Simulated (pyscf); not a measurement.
Thermochemistry of product channels of `[CH3][Si]([Cl])([Cl])[Cl]` + `[Cl]` [doublet] on the doublet surface, in kcal/mol, from ωB97M-D3(BJ)/def2-TZVP energies (ideal gas, 1 atm, RRHO with modes under 100 cm⁻¹ raised to 100, one conformer, R ln 2 for rigid chiral ones). Structures and frequencies: ωB97X-D3(BJ)/def2-SVP in PySCF.

```csv
products,ΔE,ΔH(298 K),ΔG(298 K),ΔG(900 K)
`[CH3]` [doublet] + `[Cl][Si][Cl]` [singlet] + `[Cl][Cl]`,+105.0,+100.4,+86.8,+59.9
`[CH3]` [doublet] + `[Cl][Si]([Cl])([Cl])[Cl]`,-12.4,-15.4,-16.7,-19.3
```

These are energies of the channels, which say nothing of barriers. Left out: orbital degeneracy and the spin-orbit lowering of Cl.
